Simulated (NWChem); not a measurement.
## Correlation energy of CS

```xyz
2

C      0.0000     0.0000     1.1192
S      0.0000     0.0000    -0.4197
```
Charge 0, spin multiplicity 1.

All runs are NWChem calculations. Structure: optimised with B3LYP/def2-SVP, a minimum by its harmonic frequencies.

Basis set: def2-QZVP. Each correlation energy counts from its own Hartree-Fock reference.

The correlated methods keep 6 core orbitals frozen. The structure started from a generated list of species. Coupled-cluster values serve here as a point of comparison, not as the truth.

Task: For the correlation energy, CCSD gives -337.9 mHa and CCSD(T) gives -361.3 mHa. What do CR-CCSD(T), CCSD+T(CCSD), CR-CCSD[T] give?

Result: CR-CCSD(T): -356.2 mHa; CCSD+T(CCSD): -362.9 mHa; CR-CCSD[T]: -357.4 mHa.
